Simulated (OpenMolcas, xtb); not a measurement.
# How methods differ on SiH2O2 (SMILES O[Si]O)

SiH2O2: 5 atoms, total charge 0, spin state singlet. As SMILES, `O[Si]O`. Geometry: relaxed at PBE0-D4/def2-TZVP. This is one conformer, not always the lowest.

```jsonl
{"atom": "O", "x (Å)": "-1.4432", "y (Å)": "-0.1056", "z (Å)": "-0.2750"}
{"atom": "Si", "x (Å)": "-0.2120", "y (Å)": "-0.7913", "z (Å)": "0.5677"}
{"atom": "O", "x (Å)": "1.0360", "y (Å)": "0.1875", "z (Å)": "0.0686"}
{"atom": "H", "x (Å)": "-1.2319", "y (Å)": "0.6489", "z (Å)": "-0.8361"}
{"atom": "H", "x (Å)": "1.9011", "y (Å)": "-0.0131", "z (Å)": "0.4334"}
```

Quantity: the dipole moment, in D. The values are calculated.

| level | kind | program | value (D) |
| --- | --- | --- | --- |
| GFN2-xTB | semi-empirical | xtb | 2.11 |
| GFN0-xTB | semi-empirical | xtb | 1.70 |
| HF/aug-cc-pVDZ | Hartree–Fock | OpenMolcas | 1.86 |
| SVWN5/aug-cc-pVDZ | LDA | OpenMolcas | 1.80 |
| BLYP/aug-cc-pVDZ | GGA | OpenMolcas | 1.74 |
| M06-L/aug-cc-pVDZ | meta-GGA | OpenMolcas | 1.81 |
| r2SCAN/aug-cc-pVDZ | meta-GGA | OpenMolcas | 1.84 |
| BHLYP/aug-cc-pVDZ | global hybrid | OpenMolcas | 1.78 |

The values span 1.70 to 2.11 D.
